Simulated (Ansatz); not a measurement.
Worked example: SiCl, doublet against SiCl, quartet

Geometry (PBE0/def2-TZVP stationary point of a quartet), kept for both states (SiCl, quartet: Σ⁻; SiCl, doublet: Π):

```csv
atom,x (Å),y (Å),z (Å)
Si,0.0000,0.0000,0.0000
Cl,0.0000,0.0000,2.0579
```

Basis 6-31G; Ansatz 0.2.0. Only valence electrons are correlated (noble-gas cores frozen). R marks a restricted (for open shells ROHF) determinant, U an unrestricted one.

Full CI is exact within this basis and frozen core; it isn't the basis-set limit. The frozen core follows each run's orbitals, which can shift R against U totals by a few meV.

```csv
level,"E(SiCl, quartet) (hartree)","E(SiCl, doublet) (hartree)"
UHF,-748.266160,-748.338417
UMP2,-748.320603,-748.407156
UCCSD(T),-748.332369,-748.424179
PBE,-749.143309,-749.252735
PBE0,-749.208932,-749.313777
full CI,-748.332668,-748.424595
```

Question: Give the vertical gap, SiCl doublet less SiCl quartet, at each level in eV (1 hartree = 27.2114 eV), and each error against full CI.

Answer: full CI: (-748.424595 − (-748.332668)) × 27.2114 = -2.501 eV (the reference)
PBE0: (-749.313777 − (-749.208932)) × 27.2114 = -2.853 eV, error -0.352 eV
PBE: (-749.252735 − (-749.143309)) × 27.2114 = -2.978 eV, error -0.477 eV
UCCSD(T): (-748.424179 − (-748.332369)) × 27.2114 = -2.498 eV, error 0.003 eV
UMP2: (-748.407156 − (-748.320603)) × 27.2114 = -2.355 eV, error 0.146 eV
UHF: (-748.338417 − (-748.266160)) × 27.2114 = -1.966 eV, error 0.535 eV

Total energies of functionals can't be set beside those of wave-function methods, since they hold the core's correlation and their own absolute errors; only the differences compare.

The set has no polarisation functions, so the order and spacing of states can differ from the basis-set limit.

In so small a basis the reference is far from its limit while semilocal and hybrid functionals are nearer theirs, so the functionals' errors here hold much of the reference's basis and frozen-core error, which can add to them or hide them.

Each level lands on the state that its own search finds. T1 diagnostics of restricted CCSD: 0.017 and 0.019.
